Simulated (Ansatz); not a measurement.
Anthracene C14H10

All values below come from rVV10 (plane waves, PAW; Ansatz, a program for electronic structure).

Cell: relaxed at this level.

```
Item                     Result
-------------------  ----------
lattice energy       122 kJ/mol
volume per molecule   221.62 Å³
```

Computed values are for the static lattice.

It cost roughly 50 core-minutes of CPU time.
